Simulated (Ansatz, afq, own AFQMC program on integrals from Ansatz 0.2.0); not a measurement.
# CH₂O, singlet: AFQMC among the cluster methods

```xyz
4

O     0.0000    0.0000    0.6438
C     0.0000    0.0000   -0.6606
H     0.0000   -0.9567   -1.1734
H     0.0000    0.9567   -1.1734
```

Connectivity, by distances: O–CH2.

Basis cc-pVDZ. Noble-gas cores (and the filled d shells of Ga–Kr and In–Xe) are frozen. Integrals, coupled cluster, full CI and functionals: Ansatz 0.2.0; the random walks run on the same integrals in our own AFQMC program. The CISD trial takes its coefficients from CCSD amplitudes. Released means that phaseless walkers are propagated on without the constraint, phases kept. Uncertainties: one standard error, sampling alone.

Determinant: RHF, the one that the program's search chose, which needn't be the lowest solution. The geometry is a PBE0/def2-TZVP stationary point of this or a neighbouring charge and spin state.

No full CI on the walks' own integrals is used here; CCSDTQ serves as the reference and is uncertain by about the last step of the cluster series.

Cautions: restricted determinant unstable towards unrestricted (UHF 128 meV lower, ⟨S²⟩ 0.34).

```
T1 diagnostic                               : 0.0198
weight of the determinant in the CISD state : 0.880
size of the correlated space                : 12 electrons in 36 orbitals
```

```csv
level,correlation energy (eV)
MP2,-8.9192
CCSD,-9.2983
CCSD(T),-9.6141
```

(1) Estimate where AFQMC with the constraint released lies against CCSD(T) on the same integrals.

(1) 4.8 ± 0.7 kJ/mol below CCSD(T).

Reference: CCSDTQ, correlation energy -9.659 eV. The released energy is read at 2.40 1/Eh (meV from the phaseless value at times in 1/Eh: -9 ± 3 at 0.24, -12 ± 3 at 0.51, -19 ± 3 at 0.99, -17 ± 4 at 1.62, -23 ± 7 at 2.40).

| level | E − E(reference) (kJ/mol) | share of correlation (%) |
| --- | --- | --- |
| CCSD(T) | 4.3 | 99.54 |
| CCSDT | 3.1 | 99.67 |
| CCSDT(Q) | -0.5 | 100.06 |
| ph-AFQMC/CISD | 1.7 ± 0.5 | 99.81 |
| released AFQMC | -0.5 ± 0.7 | 100.05 |

CCSDT and higher add their correlation energy to the determinant of the CCSD(T) run, since their own runs factorise the integrals more tightly (a shift of under 2 meV). A walk keeps the symmetry of its determinant, which the program's search chose and which needn't be the lowest solution, so a lower state of the same spin and another symmetry isn't excluded. Released energies are given only where the last usable release times agree within the noise; a slower fall can still hide under it.
